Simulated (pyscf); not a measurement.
Thermochemistry of product channels of H₂C=CH₂ + •C≡CH on the doublet surface, in kcal/mol, from CCSD(T)/def2-TZVPP + ΔMP2(QZVPP) energies (ideal gas, 1 atm, RRHO with modes under 100 cm⁻¹ raised to 100, one conformer, R ln 2 for rigid chiral ones). PySCF, gas phase, ωB97X-D3(BJ)/def2-SVP geometries. Correlated levels are frozen-core, on RHF or UHF. ΔMP2 is the change of the MP2 total energy from the triple- to the quadruple-zeta basis.

| products | ΔE | ΔH(298 K) | ΔG(298 K) | ΔG(600 K) |
|---|---|---|---|---|
| HC≡C–CH₂–CH₂• | ? | -58.9 | -50.0 | -41.2 |
| •HC=CH–CH=CH₂ | ? | -60.6 | -50.7 | -40.6 |
| cyclic C₄H₅ (SMILES [CH]=C1CC1) [doublet] | ? | -46.3 | -35.8 | -25.1 |

**Question.** What belongs in the gaps?

**Answer.** 
- HC≡C–CH₂–CH₂•, ΔE: -60.2
- •HC=CH–CH=CH₂, ΔE: -62.7
- cyclic C₄H₅ (SMILES [CH]=C1CC1) [doublet], ΔE: -48.4

These are energies of the channels, which say nothing of barriers. HC≡C–CH₂–CH₂• lies 14.8 kcal/mol over its isomer •HC=C=CH–CH₃, and others may lie lower still (electronic energy, ωB97M-D3(BJ)). •HC=CH–CH=CH₂ lies 11.3 kcal/mol over its isomer •HC=C=CH–CH₃, and others may lie lower still (electronic energy, ωB97M-D3(BJ)). The CCSD(T) − MP2 part came from Ansatz, without density fitting, on the same reference. An open-shell T1 diagnostic exceeds 0.045. A UHF reference is spin-contaminated (<S²> up to 1.26), which harms MP2 most. C₂H has a Π state close over its Σ ground state, and the state reached was not checked.
